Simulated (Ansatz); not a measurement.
# Si2HCl (SMILES [SiH]#[Si]Cl): single points off equilibrium

An exercise on one series of results from a longer session: the logs are not shown, and one member is left open.

Computed with Ansatz 0.2.0, Gaussian basis. Level: single points in def2-TZVPP.

Cores are frozen in the correlated methods.

### Where the work starts

SMILES `[SiH]#[Si]Cl`, 4 atoms, charge 0, spin multiplicity 1.

Atoms are counted from 1 here; the program's logs count them from 0.

Bond lengths: Si1–Si2 2.194 Å, Si1–H4 1.495 Å, Si2–Cl3 2.154 Å. Angles: Si2–Si1–H4 177.5°, Si1–Si2–Cl3 92.5°.

Coordinates:

```xyz
4
charge 0, multiplicity 1
Si   -0.6171    0.0856   -0.7026
Si    0.6004   -1.3873    0.3752
Cl    1.4243    0.1125    1.6835
H    -1.4999    1.0509   -1.4259
```

Set-up of the first run:

The input, run/in.yaml:

```yaml
crystal:
  periodic: [false, false, false]
  atoms:
    - {symbol: Si, position_ang: [-0.617145, 0.085599, -0.702612]}
    - {symbol: Si, position_ang: [0.600391, -1.387256, 0.375242]}
    - {symbol: Cl, position_ang: [1.424323, 0.112524, 1.683452]}
    - {symbol: H, position_ang: [-1.499854, 1.050935, -1.425861]}
basis:
  gaussian: {orbitals: def2-TZVPP}
hamiltonian: {xc: pbe, dispersion: d4}
output: {forces: true}
```

The run is started by

```console
> ansatz run in.yaml --threads 2 --pin off --events-out ev --progress --plain --max-ram 3481MiB
```

Among the steps run: PBE-D4/def2-TZVPP; r2SCAN-D4/def2-TZVPP; PBE0-D4/def2-TZVPP; wB97M-V/def2-TZVPP; CCSD(T)/def2-TZVPP.

One of the session's tables, all rows but one given; the rest of the session is left out.

```
   method  RMS force component (eV/Å)  angle to CCSD(T) forces (°)  dipole (D)
   PBE-D4                       0.219                         46.7        2.16
r2SCAN-D4                           ?                            ?           ?
  PBE0-D4                       0.142                         41.0        2.46
  wB97M-V                       0.149                         24.9        2.49
  CCSD(T)                       0.214                    reference        2.54
```

Q: Estimate the row for r2SCAN-D4 from the others.

**Answer.** RMS force component (eV/Å): 0.141; angle to CCSD(T) forces (°): 38.8; dipole (D): 2.37. In the column «RMS force component (eV/Å)» it is the lowest.

Limits of these values: The reference is not at the basis limit: in triple zeta CCSD(T) underbinds, which counts against methods that bind more; the gaps are no ranking.
